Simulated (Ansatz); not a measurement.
CH6ClSi, doublet: at the end structure of a reaction step.

in.yaml

```yaml
crystal:
  periodic: [false, false, false]
  atoms:
    - {symbol: H, position_ang: [-0.117510, 0.871195, 1.491954]}
    - {symbol: Si, position_ang: [1.194803, 0.094490, -1.828841]}
    - {symbol: Cl, position_ang: [-0.422341, -1.156457, -2.022706]}
    - {symbol: C, position_ang: [-0.847152, 0.104316, 1.751523]}
    - {symbol: H, position_ang: [1.031099, 1.224955, -2.781659]}
    - {symbol: H, position_ang: [2.428155, -0.683063, -2.123046]}
    - {symbol: H, position_ang: [-0.326423, -0.803615, 2.055127]}
    - {symbol: H, position_ang: [-1.469612, 0.458688, 2.572753]}
    - {symbol: H, position_ang: [-1.471021, -0.110509, 0.884792]}
basis:
  gaussian: {orbitals: def2-TZVPP}
magnetization: {spin_polarized: true, initial_magnetization: 1}
hamiltonian: {xc: pbe}
correlation: {method: rpa}
```

Command:

```bash
ansatz run in.yaml --threads 4 --pin off --events-out ev --progress --plain --max-ram 9574MiB
```

What Ansatz 0.2.0 printed:

```
Functional definition: PBE
  name "PBE"
  cite "Perdew, Burke & Ernzerhof, Phys. Rev. Lett. 77, 3865 (1996) doi:10.1103/PhysRevLett.77.3865"
  parent pbe
  parameter kappa = 0.804
  parameter beta = 0.06672455060314922
  exchange = pbe_x(kappa = kappa, mu = beta*pi^2/3)
  correlation = pbe_c(beta = beta)
1129 factors; integrals over basis functions are off by at most 8.9e-4 eV
mean field evaluation 1: about -21516.6996 eV, gradient 4.2e1 eV
mean field evaluation 2: about -21516.6900 eV, gradient 4.2e1 eV
mean field evaluation 4: about -21524.8952 eV, gradient 4.9e0 eV
mean field evaluation 8: about -21525.0271 eV, gradient 5.9e-1 eV
mean field evaluation 16: about -21525.0291 eV, gradient 3.2e-4 eV
mean field -21525.02913808 eV, -791.0302306355 hartree, gradient 3.5e-6 eV, S^2 0.752090; 0 other end points of the search recorded, 0 dependent functions left out
11 core orbitals not correlated: weight in the atoms' cores, before any rotation towards them, 1.000 or more for the frozen orbitals, at most 0.000 for the correlated occupied ones
reference -21491.57438054 eV, -789.8007909725 hartree; 11, 10 occupied and 177, 178 virtual orbitals, 1129 factors
Total energy: -21516.01182241 eV, -790.6988503969 hartree
```

The lines “mean field evaluation” count trial sets of orbitals through the whole run, from several starts and some on an approximate energy, so they need not fall steadily or lie above the final value.

The run took about 5.5 s on 4 CPU threads of an Arm Neoverse N1 (shared host).
